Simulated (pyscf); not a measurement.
This saddle point was located with ωB97X-D3(BJ)/def2-SVP in PySCF.

```xyz
16

Ga    -0.8446     0.5564     0.3437
C      1.3071     0.5892     0.2620
C     -1.4652    -1.2894     0.1001
C     -1.4487     1.9925     1.5345
H      1.8471    -0.1302    -0.3731
H      1.8749     1.5315     0.3150
H      1.3227     0.1701     1.2865
H     -0.8739    -1.8080    -0.6710
H     -2.5229    -1.3107    -0.2067
H     -1.3755    -1.8636     1.0368
H     -2.5265     2.1800     1.4083
H     -1.2712     1.7323     2.5908
H     -0.9117     2.9297     1.3206
S     -0.6766     1.5966    -1.9056
H      0.4621     1.1312    -0.8837
H     -0.6471     0.4222    -2.5653
```

Surface: singlet, charge 0. Lowest wavenumbers (cm⁻¹): 1249i, 78, 102, 104, 113.

### Question
Name the species on either side of this saddle.

### Answer
H₃C–Ga(CH₃)–CH₃ + H₂S ⇌ H₃C–Ga(CH₃)–SH + CH₄, a four-centre exchange read from left to right: C–Ga, H–S broken and Ga–S, C–H formed. At ωB97M-D3(BJ)/def2-TZVP it lies +0.53 eV from the left side and +1.82 eV from the right (each side as separated species at their lowest minima found). On the reactant side the descent ends in an adduct with a Ga–S contact, 0.49 eV under the separated species and 0.87 eV under the saddle at ωB97X-D3(BJ)/def2-TZVP. What is counted as formed (Ga–S) is already present as a longer contact in the reactant adduct; forming that adduct is a step of its own. At ωB97X-D3(BJ) the barrier from the zero used here is 0.38 eV. One saddle was located; it need not be the lowest between these sides. Elements up to Kr have no core potential and no relativistic terms here.
